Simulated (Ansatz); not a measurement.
The input, for Ansatz 0.2.0:

```yaml
crystal:
  periodic: [false, false, false]
  atoms:
    - {symbol: F, position_ang: [0.000000, 0.534894, 1.467658]}
    - {symbol: O, position_ang: [0.000000, 0.667041, -1.440265]}
    - {symbol: Ge, position_ang: [0.000000, -0.286817, -0.066627]}
basis:
  gaussian: {orbitals: cc-pVDZ}
total_charge: 1
magnetization: {spin_polarized: false, initial_magnetization: 2}
correlation: {method: mp2, electrons: outside_noble_gas}
accuracy: high
output: {forces: true}
```

```sh
$ ansatz run in.yaml --threads 1 --pin off --events-out ev --progress --plain --max-ram 2393MiB
```

Log:

```
1071 factors; integrals over basis functions are off by at most 4.4e-9 eV
mean field evaluation 1: about -61198.8620 eV, gradient 5.6e1 eV
mean field evaluation 2: about -61198.9097 eV, gradient 5.6e1 eV
mean field evaluation 4: about -61205.2040 eV, gradient 5.5e0 eV
mean field evaluation 8: about -61205.3991 eV, gradient 8.3e-1 eV
mean field evaluation 16: about -61205.4092 eV, gradient 1.2e-7 eV
mean field evaluation 32: about -61201.6491 eV, gradient 1.0e-8 eV
mean field evaluation 64: about -61205.3020 eV, gradient 9.1e-1 eV
mean field evaluation 96: about -61205.4059 eV, gradient 6.3e-1 eV
mean field evaluation 128: about -61199.1538 eV, gradient 3.2e1 eV
mean field -61205.40923090 eV, -2249.2573027193 hartree, gradient 1.1e-8 eV, S^2 2.000000; 10 other end points of the search recorded, 0 dependent functions left out
mean field evaluation 160: about -61205.6426 eV, gradient 9.7e-2 eV
mean field evaluation 192: about -61205.4427 eV, gradient 2.4e-4 eV
mean field evaluation 224: about -61201.8530 eV, gradient 4.9e-1 eV
mean field evaluation 256: about -61205.4274 eV, gradient 2.0e-1 eV
16 core orbitals not correlated: weight in the atoms' cores, before any rotation towards them, 0.978 or more for the frozen orbitals, at most 0.022 for the correlated occupied ones
reference -61205.40923090 eV, -2249.2573027193 hartree; 9, 7 occupied and 30, 32 virtual orbitals, 1071 factors
second order -10.69081949 eV of doubles, -0.11914542 eV of singles
the calculation of the forces begins
Total energy: -61216.21919581 eV, -2249.6545616024 hartree
Atom 0 at     0.000000     0.534894     1.467658 Å, force    -0.000000    -0.408894    -0.998483 eV/Å
Atom 1 at     0.000000     0.667041    -1.440265 Å, force     0.000000     2.684481    -3.663438 eV/Å
Atom 2 at     0.000000    -0.286817    -0.066627 Å, force    -0.000000    -2.275587     4.661922 eV/Å
Dipole moment:    -0.000000    -0.503111    -0.278540 e Å
```

Forces (eV/Å):
```
F    0.000 -0.409 -0.998
O    0.000  2.684 -3.663
Ge   0.000 -2.276  4.662
```

Ran on 1 thread of Arm Neoverse N1, shared host: 23 s wall, 0.19 GiB peak host memory.
